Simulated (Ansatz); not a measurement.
A nudged elastic band was laid between two geometries of C₂H₂F (5 atoms, charge 0, multiplicity 2).

Method: UKS PBE-D4/def2-SVP in Ansatz 0.2.0.

```yaml
movable_images: 5
climbing_image: yes
spring: 5.0 eV/Å²
optimiser: quadratic models (default)
start_path: through a guess of the saddle point
force_threshold: 0.05 eV/Å
iteration_limit: 60
end_points: relaxed
```

Image 0:

```xyz
5
Properties=species:S:1:pos:R:3
C 0.110 -0.859 0.311
C -0.244 0.371 -0.016
F 0.467 1.168 -0.852
H 0.872 -1.627 0.155
H -1.154 0.872 0.361
```

Image 6:

```xyz
5
Properties=species:S:1:pos:R:3
C -0.249 -0.333 0.309
C 0.009 0.779 -0.370
F 1.006 1.080 -1.170
H 0.432 -1.202 0.254
H -1.148 -0.397 0.936
```

Task: What changes between the two ends?

Result: Bonds broken: C2–H5. Bonds formed: C1–H5.

Task: Give the energies along the band, and the barrier.

Result: The run converged. The highest image is number 3 of 0 to 6, 1.90 eV above the first end and 2.13 eV above the last; the last end lies 0.23 eV below the first. A vibrational analysis at the climbing image gives one clearly imaginary mode, 1895i cm⁻¹: a first-order saddle point.

| image | path coordinate (Å) | energy (eV) | C2–H5 (Å) | C1–H5 (Å) |
| --- | --- | --- | --- | --- |
| 0 | 0.00 | 0.00 | 1.11 | 2.14 |
| 1 | 0.39 | 0.09 | 1.11 | 2.08 |
| 2 | 0.79 | 0.84 | 1.12 | 1.74 |
| 3 | 1.19 | 1.90 | 1.27 | 1.36 |
| 4 | 1.59 | 0.84 | 1.59 | 1.14 |
| 5 | 1.99 | -0.01 | 1.91 | 1.10 |
| 6 | 2.39 | -0.23 | 2.11 | 1.10 |

Task: What is the geometry of the highest image?

Result: 
```xyz
5
Properties=species:S:1:pos:R:3:forces:R:3
C 0.039 -0.641 0.256 0.00 0.00 0.00
C -0.063 0.562 -0.222 0.00 0.00 0.00
F 0.561 1.435 -1.030 0.00 0.00 0.00
H 0.507 -1.626 0.393 0.00 0.00 0.00
H -0.995 0.196 0.561 0.00 0.00 0.00
```

Task: What are the harmonic wavenumbers there?

Result: 1895i, 241, 511, 576, 691, 958, 1804, 2339, 3163 cm⁻¹.

The band took 31 iterations and of the order of 3 core-minutes.

Run time: 3 min on 1 thread of Arm Neoverse V1, with other jobs on the host, peak memory 0.11 GiB.
